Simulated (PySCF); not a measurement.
**Computed spin Hamiltonian**

Species: C₅H₁₀Cl (doublet state).
Z-matrix (Å and degrees, GFN2-xTB geometry), rows numbered from 1:
```
C 
C   1  1.4696
C   2  1.5541  1  112.24
C   3  1.5246  2  110.32  1   -64.80
C   3  1.5226  2  109.11  1   172.67
Cl  5  1.7858  3  111.23  2  -173.41
H   1  1.0714  2  121.61  3   111.19
H   1  1.0729  2  119.74  3   -63.66
H   2  1.0976  1  109.79  3   118.78
H   2  1.0910  1  110.72  3  -121.67
H   3  1.0944  2  108.23  1    54.57
H   4  1.0872  3  110.03  2    59.07
H   4  1.0883  3  110.44  2   -60.77
H   4  1.0871  3  110.40  2   179.15
H   5  1.0904  3  111.35  2    67.78
H   5  1.0904  3  111.44  2   -55.08
```

The hyperfine couplings belong to this conformer and change with its torsions.

As a line formula: `[CH2]C[C@H](C)CCl` [radical].

Level of theory: UKS B3LYP, pcH-1 on C Cl H, non-relativistic, mean-field spin-orbit, GIAO in PySCF. One conformer (not necessarily the lowest) at the GFN2-xTB geometry, without solvent, vibrations or thermal averaging. A GFN2-xTB geometry isn't a minimum of the functional, and hyperfine couplings can be far from their values at a DFT geometry. The SCF solution wasn't tested for stability.

```
g1, g2, g3      : 2.00221, 2.00274, 2.00283
g_iso           : 2.00259
Form of g       : rhombic: the two nearest values differ by 15 % of g3 − g1
⟨S²⟩            : 0.7537 (exact 0.7500)
Basis functions : 260
```

Hyperfine couplings atom by atom, in G; T1 to T3 are the principal values of the dipolar part (MHz turned into gauss with g_iso; 10 G = 1 mT):

```csv
atom,isotope,a_iso,of which spin–orbit,T1,T2,T3,Mulliken spin population
C1,13C,32.2,0.0,-29.1,-28.8,57.9,1.08
C2,13C,-11.9,0.0,-0.8,0.0,0.8,-0.09
C3,13C,23.2,0.0,-2.2,-2.0,4.1,0.05
C4,13C,0.6,0.0,-0.6,-0.1,0.7,0.01
C5,13C,0.3,0.0,-0.3,-0.2,0.5,0.00
Cl6,35Cl,0.6,0.0,-0.4,-0.4,0.8,0.00
H7,1H,-23.1,0.0,-14.2,0.1,14.1,-0.05
H8,1H,-22.5,0.0,-14.0,-0.1,14.1,-0.05
H9,1H,34.9,0.0,-1.9,-1.5,3.4,0.04
H10,1H,1.6,0.0,-1.8,-1.4,3.3,0.00
H11,1H,-1.3,0.0,-1.8,-0.8,2.6,0.00
H12,1H,0.2,0.0,-2.1,-1.1,3.2,0.00
H13,1H,0.2,0.0,-0.7,-0.6,1.3,0.00
H14,1H,-0.4,0.0,-0.7,-0.4,1.0,0.00
H15,1H,-0.1,0.0,-0.4,-0.4,0.8,0.00
H16,1H,-0.2,0.0,-0.6,-0.3,0.9,0.00
```

Largest spin populations (Mulliken): C1 (+1.08) and C2 (-0.09). C1 is the only atom above +0.15. The angles at C1 add up to 359.8°, so it is planar; its axial dipolar tensor and the negative couplings of its protons fit spin in a p orbital normal to that plane.

Axes: g2 points within 7° of the C1–C2 bond.

Under fast tumbling the dipolar parts average out, and these isotropic splittings remain: 1 × 1H (H9, I = 1/2, 2 lines) with 3.49 mT, 2 × 1H (H7/H8, I = 1/2, 3 lines) with 2.28 mT, 1 × 1H (H10, I = 1/2, 2 lines) with 0.16 mT, 1 × 1H (H11, I = 1/2, 2 lines) with 0.13 mT and 1 × 35Cl (Cl6, I = 3/2, 4 lines) with 0.06 mT.

Class means assume fast exchange of nuclei equivalent by connectivity; if that motion is slow, each nucleus keeps its own coupling.

Main isotope only: 35Cl (natural samples also hold 24 % 37Cl, magnetic too, which adds its own pattern).

The 13C coupling of C1 (90.2 MHz) shows only in satellite lines or after enrichment, since that isotope makes up about 1.07 % of natural carbon.

The spin density at the nucleus, in bohr⁻³, is negative for C2 (-0.0298) and H7/H8 (-0.0143), for instance. A restricted open-shell determinant has no negative spin density anywhere; here it arises because α and β orbitals differ (spin polarisation).
